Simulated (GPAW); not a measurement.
# BH3O (BH2(OH)): PBE-TS/real-space grid (scalar-relativistic datasets)

We compute a structure relaxation of BH3O (BH2(OH)). 

Program for the calculation: GPAW 26.7.0.

1 further run of the same task is left out (it didn't finish).

### 1 Starting point

The species is BH3O (5 atoms), meant as a singlet with charge 0. As SMILES, `[H]B([H])O`. All atoms were displaced at random from a relaxed shape. The run starts from this shape.

Bond lengths: B1–O4 1.328 Å, B1–H2 1.148 Å, B1–H3 1.146 Å, O4–H5 0.930 Å. Angles: B1–O4–H5 112.5°, H2–B1–O4 114.2°, H3–B1–O4 129.4°, H2–B1–H3 116.2°.

### 2 A geometry optimisation at PBE-TS/real-space grid (scalar-relativistic datasets)

The input, gs.py:

```python
from ase import Atoms
from ase.calculators.vdwcorrection import vdWTkatchenko09prl
from ase.io import write
from ase.optimize import FIRE2
from gpaw import GPAW
from gpaw.analyse.hirshfeld import HirshfeldPartitioning
from gpaw.analyse.vdwradii import vdWradii
from gpaw.mpi import world
from gpaw.utilities.adjust_cell import adjust_cell

# Atomic positions
atoms = Atoms(["B", "H", "H", "O", "H"],
    positions=[[  0.220171,   0.265318,  -0.096945],
               [  1.329027,   0.360913,  -0.379965],
               [ -0.375164,   1.242710,  -0.044842],
               [ -0.161292,  -0.970841,   0.203845],
               [ -1.065936,  -1.022875,   0.411631]])
adjust_cell(atoms, 2.5, h=0.22)

# GPAW settings
calc = GPAW(mode="fd",
            legacy_gpaw=True,
            xc="PBE",
            h=0.22,
            maxiter=100,
            symmetry="off",
            mixer={"name": "pulay", "beta": 0.25, "nmaxold": 3, "weight": 1.0},
            txt="-")
atoms.calc = vdWTkatchenko09prl(HirshfeldPartitioning(calc), vdWradii(atoms.get_chemical_symbols(), "PBE", world=world))

opt = FIRE2(atoms, trajectory="gs.traj")
converged = opt.run(fmax=0.05, steps=100)
print("Converged:", converged)
print(f"Final energy: {atoms.get_potential_energy():.5f} eV")
print(f"r(H1-B0)                {atoms.get_distance(1, 0):.4f} Ang")
print(f"r(O3-B0)                {atoms.get_distance(3, 0):.4f} Ang")
write("relaxed.xyz", atoms)
```

Launch:

```
$ python gs.py
```

Output:

```text
___ ___ ___ _ _ _
 |   |   |_  | | | |
 | | | | | . | | | |
 |__ |  _|___|_____|  26.7.0
 |___|_|

units:  Angstrom and eV
cores:  1
OpenMP: False

Versions:
  Python: 3.12.14
  ASE:    3.29.0
  Numpy:  2.5.5
  Scipy:  1.18.1
  Libxc:  7.0.0

        _gpaw.cpython-312-aarch64-linux-gnu.so

Input parameters:
  h: 0.22
  maxiter: 100
  mixer: {beta: 0.25,
          name: pulay,
          nmaxold: 3,
          weight: 1.0}
  mode: fd
  symmetry: off
  xc: PBE

System changes: positions, numbers, cell, pbc, initial_charges, initial_magmoms

Initialize ...

species:
  B:
    name:    Boron
    Z:       5.0
    valence: 3
    core:    2
    charge:  0.0  # [|e|]
    file:    B.PBE.gz
    compensation charges:
      type: gauss
      rc: 0.20  # [Å]
      lmax: 2
    cutoffs:
      filter: 1.14  # [Å]
      core: 1.38  # [Å]
    projectors
    | kind |    occ | energy [eV] | rcut [Å] |
    |------|--------|-------------|----------|
    |   2s |  2.000 |      -9.443 |    0.635 |
    |   2p |  1.000 |      -3.606 |    0.635 |
    |    s |        |      17.768 |    0.635 |
    |    p |        |      23.605 |    0.635 |
    |    d |        |       0.000 |    0.635 |

    Using partial waves for B as LCAO basis

  H:
    name:    Hydrogen
    Z:       1.0
    valence: 1
    core:    0
    charge:  0.0  # [|e|]
    file:    H.PBE.gz
    compensation charges:
      type: gauss
      rc: 0.15  # [Å]
      lmax: 2
    cutoffs:
      filter: 0.85  # [Å]
      core: 0.53  # [Å]
    projectors
    | kind |    occ | energy [eV] | rcut [Å] |
    |------|--------|-------------|----------|
    |   1s |  1.000 |      -6.494 |    0.476 |
    |    s |        |      20.717 |    0.476 |
    |    p |        |       0.000 |    0.476 |

    Using partial waves for H as LCAO basis

  O:
    name:    Oxygen
    Z:       8.0
    valence: 6
    core:    2
    charge:  0.0  # [|e|]
    file:    O.PBE.gz
    compensation charges:
      type: gauss
      rc: 0.21  # [Å]
      lmax: 2
    cutoffs:
      filter: 1.17  # [Å]
      core: 0.83  # [Å]
    projectors
    | kind |    occ | energy [eV] | rcut [Å] |
    |------|--------|-------------|----------|
    |   2s |  2.000 |     -23.961 |    0.688 |
    |   2p |  4.000 |      -9.029 |    0.598 |
    |    s |        |       3.251 |    0.688 |
    |    p |        |      18.182 |    0.598 |
    |    d |        |       0.000 |    0.619 |

    Using partial waves for O as LCAO basis

Reference energy: -2747.812355  # eV

Spin-paired calculation

Convergence criteria:
 Maximum [total energy] change in last 3 cyles: 0.0005 eV / valence electron
 Maximum integral of absolute [dens]ity change: 0.0001 electrons / valence electron
 Maximum integral of absolute [eigenst]ate change: 4e-08 eV^2 / valence electron
 Maximum number of scf [iter]ations: 100
 (Square brackets indicate name in SCF output, whereas a 'c' in
 the SCF output indicates the quantity has converged.)

Symmetries present (total): 1

  ( 1  0  0)
  ( 0  1  0)
  ( 0  0  1)

1 k-point (Gamma)
1 k-point in the irreducible part of the Brillouin zone
       k-points in crystal coordinates                weights
   0:     0.00000000    0.00000000    0.00000000          1/1

Wave functions: Uniform real-space grid
  Kinetic energy operator: 6*3+1=19 point O(h^6) finite-difference Laplacian
  ScaLapack parameters: grid=1x1, blocksize=None
  Wavefunction extrapolation:
    Improved wavefunction reuse through dual PAW basis

Occupation numbers: # Zero width

Eigensolver
   Davidson(niter=2)

Densities:
  Coarse grid: 36*36*28 grid
  Fine grid: 72*72*56 grid
  Total Charge: 0.000000

Density mixing:
  Method: separate
  Backend: msr1
  Linear mixing parameter: 0.25
  old densities: 3
  Width of damping distribution: 1.1
  Damping of long wavelength oscillations: 1  # (no daming)

Hamiltonian:
  XC and Coulomb potentials evaluated on a 72*72*56 grid
  Using the PBE Exchange-Correlation functional
  Interpolation: tri-quintic (5. degree polynomial)
  Poisson solver: FastPoissonSolver using
    Stencil: 6*3+1=19 point O(h^6) finite-difference Laplacian
    FFT axes: []
    FST axes: [np.int64(2), np.int64(0), np.int64(1)]

XC parameters: PBE with 2 nearest neighbor stencil

Memory estimate:
  Process memory now: 131.00 MiB
  Calculator: 21.52 MiB
    Density: 9.94 MiB
      Arrays: 6.85 MiB
      Localized functions: 1.58 MiB
      Mixer: 1.51 MiB
    Hamiltonian: 4.60 MiB
      Arrays: 4.48 MiB
      XC: 0.00 MiB
      Poisson: 0.00 MiB
      vbar: 0.12 MiB
    Wavefunctions: 6.97 MiB
      Arrays psit_nG: 2.78 MiB
      Eigensolver: 4.05 MiB
      Projections: 0.00 MiB
      Projectors: 0.15 MiB

Total number of cores used: 1

Number of atoms: 5
Number of atomic orbitals: 11
Number of bands in calculation: 11
Number of valence electrons: 12
Bands to converge: occupied

... initialized

Initializing position-dependent things.

Density initialized from atomic densities
Creating initial wave functions:
  11 bands from LCAO basis set

      .------------------.
     /|                  |
    / |                  |
   /  |                  |
  /   |                  |
 *    |                  |
 |    |     H            |
 |    |  H  OB  H        |
 |    .------------------.
 |   /                  /
 |  /                  /
 | /                  /
 |/                  /
 *------------------*

Atomic positions and initial magnetic moments

[... 25 lines left out ...]
Converged after 22 iterations.
[... 1 line left out ...]
Dipole moment: (-0.348340, -0.010237, 0.070327) |e|*Ang
[... 11 lines left out ...]
Free energy:    -24.909708
[... 25 lines left out ...]
Energy:         -24.913749700604086
[... 55 lines left out ...]
Converged after 14 iterations.
[... 1 line left out ...]
Dipole moment: (-0.350031, -0.008995, 0.071238) |e|*Ang
[... 11 lines left out ...]
Free energy:    -25.005732
[... 25 lines left out ...]
Energy:         -25.00979211724025
[... 54 lines left out ...]
Converged after 15 iterations.
[... 1 line left out ...]
Dipole moment: (-0.341393, 0.000815, 0.069413) |e|*Ang
[... 11 lines left out ...]
Free energy:    -25.059454
[... 25 lines left out ...]
Energy:         -25.063547316826043
[... 54 lines left out ...]
Converged after 15 iterations.
[... 1 line left out ...]
Dipole moment: (-0.327148, 0.006126, 0.067715) |e|*Ang
[... 11 lines left out ...]
Free energy:    -25.088368
[... 25 lines left out ...]
Energy:         -25.09247366968935
[... 54 lines left out ...]
Converged after 12 iterations.
[... 1 line left out ...]
Dipole moment: (-0.330836, 0.004767, 0.068180) |e|*Ang
[... 11 lines left out ...]
Free energy:    -25.086963
[... 25 lines left out ...]
Energy:         -25.091064188304635
[... 53 lines left out ...]
Converged after 10 iterations.
[... 1 line left out ...]
Dipole moment: (-0.331230, 0.002846, 0.068675) |e|*Ang
[... 11 lines left out ...]
Free energy:    -25.090519
[... 25 lines left out ...]
Energy:         -25.094610798559366
[... 54 lines left out ...]
Converged after 11 iterations.
[... 1 line left out ...]
Dipole moment: (-0.331959, -0.000696, 0.069612) |e|*Ang
[... 11 lines left out ...]
Free energy:    -25.095987
[... 25 lines left out ...]
Energy:         -25.10006008551217
[... 53 lines left out ...]
Converged after 9 iterations.
[... 1 line left out ...]
Dipole moment: (-0.323585, -0.009365, 0.059462) |e|*Ang
[... 11 lines left out ...]
Free energy:    -25.141432
[... 25 lines left out ...]
Energy:         -25.14502493953969
[... 54 lines left out ...]
Converged after 9 iterations.
[... 1 line left out ...]
Dipole moment: (-0.323650, -0.009335, 0.059222) |e|*Ang
[... 11 lines left out ...]
Free energy:    -25.141658
[... 25 lines left out ...]
Energy:         -25.14524807186563
[... 54 lines left out ...]
Converged after 9 iterations.
[... 1 line left out ...]
Dipole moment: (-0.323660, -0.009253, 0.058949) |e|*Ang
[... 11 lines left out ...]
Free energy:    -25.141899
[... 25 lines left out ...]
Energy:         -25.145487531077165
[... 54 lines left out ...]
Converged after 9 iterations.
[... 1 line left out ...]
Dipole moment: (-0.323608, -0.009111, 0.058642) |e|*Ang
[... 11 lines left out ...]
Free energy:    -25.142157
[... 25 lines left out ...]
Energy:         -25.145744495930582
[... 54 lines left out ...]
Converged after 9 iterations.
[... 1 line left out ...]
Dipole moment: (-0.323591, -0.009014, 0.058335) |e|*Ang
[... 11 lines left out ...]
Free energy:    -25.142433
[... 25 lines left out ...]
Energy:         -25.14601861668262
[... 54 lines left out ...]
Converged after 9 iterations.
[... 1 line left out ...]
Dipole moment: (-0.323668, -0.009002, 0.058013) |e|*Ang
[... 11 lines left out ...]
Free energy:    -25.142755
[... 25 lines left out ...]
Energy:         -25.146339374607006
[... 54 lines left out ...]
Converged after 10 iterations.

Dipole moment: (-0.323772, -0.008968, 0.057637) |e|*Ang

Energy contributions relative to reference atoms: (reference = -2747.812355)

Kinetic:        +27.575111
Potential:      -31.194712
External:        +0.000000
XC:             -22.262493
Entropy (-ST):   +0.000000
Local:           +0.738970
SIC:             +0.000000
--------------------------
Free energy:    -25.143123
Extrapolated:   -25.143123

 Band  Eigenvalues  Occupancy
    0    -25.82709    2.00000
    1    -14.15383    2.00000
    2    -11.11180    2.00000
[... 7 lines of this table left out ...]
   10      3.17658    0.00000

Fermi level: -4.36875

Gap: 6.023 eV
Transition (v -> c):
  (s=0, k=0, n=5, [0.00, 0.00, 0.00]) -> (s=0, k=0, n=6, [0.00, 0.00, 0.00])
No difference between direct/indirect transitions

Forces in eV/Ang:
  0 B     0.00869   -0.00776    0.02310
  1 H     0.01874   -0.01245    0.06260
  2 H     0.00824   -0.01309   -0.00123
  3 O    -0.00479   -0.00982    0.00345
  4 H    -0.00456   -0.00670   -0.01901

vdWTkatchenko09prl
vdW correction: -0.0035840162726471963
Energy:         -25.14670727389906

Forces in eV/Ang:
  0 B     0.00897   -0.00747    0.02301
  1 H     0.01797   -0.01366    0.06292
  2 H     0.00796   -0.00824   -0.00193
  3 O    -0.00524   -0.01145    0.00380
  4 H    -0.00333   -0.00901   -0.01888
FIRE2:   54 hh:mm:ss      -25.146707        0.066841
System changes: positions

Initializing position-dependent things.

Density initialized from wave functions
      .------------------.
     /|                  |
    / |                  |
   /  |                  |
  /   |                  |
 *    |                  |
 |    |     H B          |
 |    |  H  O   H        |
 |    .------------------.
 |   /                  /
 |  /                  /
 | /                  /
 |/                  /
 *------------------*

Atomic positions and initial magnetic moments

Positions:
   0 B      4.159054    4.126470    3.018536    ( 0.0000,  0.0000,  0.0000)
   1 H      5.327791    4.264998    2.781036    ( 0.0000,  0.0000,  0.0000)
   2 H      3.369194    5.034495    3.010873    ( 0.0000,  0.0000,  0.0000)
   3 O      3.746276    2.862748    3.291712    ( 0.0000,  0.0000,  0.0000)
   4 H      2.793018    2.796419    3.457686    ( 0.0000,  0.0000,  0.0000)

Unit cell:
           periodic     x           y           z      points  spacing
  1. axis:    no     7.920000    0.000000    0.000000    36     0.2200
  2. axis:    no     0.000000    7.920000    0.000000    36     0.2200
  3. axis:    no     0.000000    0.000000    6.160000    28     0.2200

  Lengths:   7.920000   7.920000   6.160000
  Angles:   90.000000  90.000000  90.000000

Effective grid spacing dv^(1/3) = 0.2200

iter:   1 hh:mm:ss   -25.143531   -3.17
iter:   2 hh:mm:ss   -25.143526   -4.08  -3.14
iter:   3 hh:mm:ss   -25.143519c  -4.28  -3.28
[... 6 lines of this table left out ...]
iter:  10 hh:mm:ss   -25.143519c  -7.63c -5.69c

Converged after 10 iterations.

Dipole moment: (-0.323821, -0.008843, 0.057170) |e|*Ang

Energy contributions relative to reference atoms: (reference = -2747.812355)

Kinetic:        +27.581461
Potential:      -31.199565
External:        +0.000000
XC:             -22.264122
Entropy (-ST):   +0.000000
Local:           +0.738706
SIC:             +0.000000
--------------------------
Free energy:    -25.143519
Extrapolated:   -25.143519

 Band  Eigenvalues  Occupancy
    0    -25.82743    2.00000
    1    -14.15416    2.00000
    2    -11.11183    2.00000
[... 7 lines of this table left out ...]
   10      3.17602    0.00000

Fermi level: -4.36904

Gap: 6.024 eV
Transition (v -> c):
  (s=0, k=0, n=5, [0.00, 0.00, 0.00]) -> (s=0, k=0, n=6, [0.00, 0.00, 0.00])
No difference between direct/indirect transitions

Forces in eV/Ang:
  0 B     0.00844   -0.01012    0.02361
  1 H     0.01651   -0.00863    0.05372
  2 H     0.00802   -0.01174   -0.00026
  3 O    -0.00052   -0.00640    0.00253
  4 H    -0.00809   -0.00698   -0.01860

vdWTkatchenko09prl
vdW correction: -0.0035837405173210777
Energy:         -25.147103131454283

Forces in eV/Ang:
  0 B     0.00872   -0.00983    0.02352
  1 H     0.01574   -0.00984    0.05404
  2 H     0.00774   -0.00689   -0.00096
  3 O    -0.00097   -0.00803    0.00287
  4 H    -0.00686   -0.00928   -0.01846
FIRE2:   55 hh:mm:ss      -25.147103        0.057136
System changes: positions

Initializing position-dependent things.

Density initialized from wave functions
      .------------------.
     /|                  |
    / |                  |
   /  |                  |
  /   |                  |
 *    |                  |
 |    |     H B          |
 |    |  H  O   H        |
 |    .------------------.
 |   /                  /
 |  /                  /
 | /                  /
 |/                  /
 *------------------*

Atomic positions and initial magnetic moments

Positions:
   0 B      4.159813    4.125613    3.020415    ( 0.0000,  0.0000,  0.0000)
   1 H      5.329252    4.263778    2.786232    ( 0.0000,  0.0000,  0.0000)
   2 H      3.369854    5.033632    3.010658    ( 0.0000,  0.0000,  0.0000)
   3 O      3.746141    2.861918    3.291933    ( 0.0000,  0.0000,  0.0000)
   4 H      2.792568    2.795756    3.456138    ( 0.0000,  0.0000,  0.0000)

Unit cell:
           periodic     x           y           z      points  spacing
  1. axis:    no     7.920000    0.000000    0.000000    36     0.2200
  2. axis:    no     0.000000    7.920000    0.000000    36     0.2200
  3. axis:    no     0.000000    0.000000    6.160000    28     0.2200

  Lengths:   7.920000   7.920000   6.160000
  Angles:   90.000000  90.000000  90.000000

Effective grid spacing dv^(1/3) = 0.2200

iter:   1 hh:mm:ss   -25.143936   -3.03
iter:   2 hh:mm:ss   -25.143927   -3.94  -3.05
iter:   3 hh:mm:ss   -25.143918c  -4.13  -3.20
[... 6 lines of this table left out ...]
iter:  10 hh:mm:ss   -25.143918c  -7.51c -5.61c

Converged after 10 iterations.

Dipole moment: (-0.323911, -0.008833, 0.056654) |e|*Ang

Energy contributions relative to reference atoms: (reference = -2747.812355)

Kinetic:        +27.584494
Potential:      -31.202012
External:        +0.000000
XC:             -22.264811
Entropy (-ST):   +0.000000
Local:           +0.738412
SIC:             +0.000000
--------------------------
Free energy:    -25.143918
Extrapolated:   -25.143918

 Band  Eigenvalues  Occupancy
    0    -25.82787    2.00000
    1    -14.15473    2.00000
    2    -11.11155    2.00000
[... 7 lines of this table left out ...]
   10      3.17545    0.00000

Fermi level: -4.36891

Gap: 6.024 eV
Transition (v -> c):
  (s=0, k=0, n=5, [0.00, 0.00, 0.00]) -> (s=0, k=0, n=6, [0.00, 0.00, 0.00])
No difference between direct/indirect transitions

Forces in eV/Ang:
  0 B     0.00769   -0.00924    0.02327
  1 H     0.01170   -0.00607    0.04403
  2 H     0.00877   -0.01175    0.00106
  3 O    -0.00026   -0.00586    0.00302
  4 H    -0.00707   -0.00610   -0.01816

vdWTkatchenko09prl
vdW correction: -0.003583497128744109
Energy:         -25.14750119001194

Forces in eV/Ang:
  0 B     0.00797   -0.00895    0.02317
  1 H     0.01093   -0.00728    0.04434
  2 H     0.00848   -0.00690    0.00036
  3 O    -0.00071   -0.00749    0.00336
  4 H    -0.00585   -0.00840   -0.01802
FIRE2:   56 hh:mm:ss      -25.147501        0.046246
Converged: True
Final energy: -25.14750 eV
r(H1-B0)                1.2006 Ang
r(O3-B0)                1.3571 Ang
```

Run time: 2.2 min. Hardware: 1 thread of Arm Neoverse V1, shared host; peak memory 0.19 GiB.

Step by step:

```csv
step,energy from the first frame kept (eV),largest force (eV/Å)
0,0.0000,2.3779
3,-0.1787,0.9400
6,-0.1914,0.3913
9,-0.2008,0.2713
12,-0.2061,0.1753
15,-0.2101,0.1567
18,-0.2142,0.1198
21,-0.2178,0.1015
24,-0.2212,0.0881
27,-0.2253,0.0659
30,-0.2288,0.0804
33,-0.2295,0.0559
36,-0.2296,0.0572
39,-0.2299,0.0583
42,-0.2302,0.0601
45,-0.2307,0.0631
48,-0.2313,0.0670
51,-0.2320,0.0701
54,-0.2330,0.0668
56,-0.2338,0.0462
```

After the run. Bond lengths: B1–O4 1.357 Å, B1–H2 1.201 Å, B1–H3 1.204 Å, O4–H5 0.970 Å. Angles: B1–O4–H5 113.4°, H2–B1–O4 116.3°, H3–B1–O4 120.3°, H2–B1–H3 123.4°.

### 3 Summary of results

At PBE-TS/real-space grid (scalar-relativistic datasets):

| quantity | value |
| --- | --- |
| energy as printed (from the program's reference atoms) | -25.1475 eV |
| dipole moment | 1.58 D |
| HOMO energy | -7.38 eV |
| LUMO energy | -1.36 eV |
| HOMO–LUMO gap | 6.02 eV |
| dispersion energy | -0.35 kJ/mol |

In words: At the final geometry: Bond lengths: B1–O4 1.357 Å, B1–H2 1.201 Å, B1–H3 1.204 Å, O4–H5 0.970 Å. Angles: B1–O4–H5 113.4°, H2–B1–O4 116.3°, H3–B1–O4 120.3°, H2–B1–H3 123.4°. The optimisation took 56 steps and changed the energy by -0.234 eV.
